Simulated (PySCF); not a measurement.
## LiP and its ions

UHF-MP2; basis Li def2-TZVP, P def2-TZVP; no relativity; PySCF 2.14. Neutral (UHF): triplet (π ↑↑), Re = 2.337 Å, ωe = 491 cm⁻¹, De = 1.38 eV.

LiP⁺ (UHF): quartet (σ ↑, π ↑↑), Re = 2.676 Å, ωe = 240 cm⁻¹, De = 0.34 eV to Li⁺ + P. The energies at the minima are -348.30539 hartree for LiP and -348.06988 for LiP⁺.

Problem. Work out the adiabatic ionisation energy, without and with harmonic zero-point energies (1 hartree = 27.2114 eV, 1 eV = 8065.5 cm⁻¹), and the change of the bond length.

Solution. At UHF-MP2: 0.23551 hartree = 6.409 eV between the minima; the zero-point term (240.0 − 491.0)/2 cm⁻¹ = -0.016 eV makes it 6.393 eV. Re changes by +33.9 pm against the neutral. The electron leaves a σ orbital, and the ion is left as a loose complex of an ion and an atom.

Correlated steps freeze 5 core orbitals. Weak bonds: LiP⁺. Basis-set superposition, not corrected here, can be much of De in a small basis, most of all at correlated wavefunction levels. For an ion De counts to the pair picked by the measured ionisation energies or electron affinities, which need not be the lowest pair at this level. States were picked by a PBE0 search and need not be the measured ground states.
